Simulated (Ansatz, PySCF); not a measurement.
Breaking a bond: H2, singlet.

- RKS-B3LYP/6-311+G** = PySCF with restricted B3LYP/6-311+G**, spherical d
- UKS-B3LYP/6-311+G** = PySCF 2.14.0 with unrestricted B3LYP/6-311+G**, spherical d
- UHF/cc-pVDZ (Ansatz, a first-principles code)

Energies are in kJ/mol, each relative to the lowest point of its own curve near equilibrium.

| R / Å | RKS-B3LYP/6-311+G** | UKS-B3LYP/6-311+G** | UHF |
|---|---|---|---|
| 0.60 | 50.6 | 50.6 | 57.4 |
| 0.64 | 23.9 | 23.9 | 27.7 |
| 0.68 | 8.2 | 8.2 | 10.0 |
| 0.71 | 2.2 | 2.2 | 2.9 |
| 0.74 | 0.0 | 0.0 | 0.1 |
| 0.75 | 0.0 | 0.0 | 0.0 |
| 0.77 | 1.1 | 1.1 | 0.9 |
| 0.79 | 3.3 | 3.3 | 3.0 |
| 0.81 | 6.6 | 6.6 | 6.4 |
| 0.86 | 18.5 | 18.5 | 18.9 |
| 0.93 | 41.9 | 41.9 | 44.1 |
| 1.02 | 79.1 | 79.1 | 84.6 |
| 1.14 | 134.4 | 134.4 | 145.8 |
| 1.25 | 186.5 | 186.5 | 202.8 |
| 1.34 | 228.2 | 228.2 | 239.1 |
| 1.50 | 298.1 | 298.1 | 281.9 |
| 1.64 | 353.4 | 347.6 | 304.4 |
| 1.85 | 425.3 | 396.6 | 323.4 |
| 1.98 | 463.5 | 415.7 | 329.9 |
| 2.24 | 526.8 | 438.1 | 336.8 |
| 2.62 | 593.7 | 451.8 | 340.4 |
| 3.00 | 638.4 | 456.8 | 341.4 |

At the longest distance, 3.00 Å, RKS-B3LYP/6-311+G** lies highest above its minimum (638.4 kJ/mol) and UHF lowest (341.4 kJ/mol).

The restricted form behind RKS-B3LYP/6-311+G** keeps the bonding electrons paired and can't separate into open-shell fragments. The unrestricted determinant behind UKS-B3LYP/6-311+G** is spin-contaminated at 1.64 to 3.00 Å (<S²> up to 1.0, against 0.00 for a pure singlet). The unrestricted determinant behind UHF is spin-contaminated at 1.25 to 3.00 Å (<S²> up to 1.0, against 0.00 for a pure singlet).
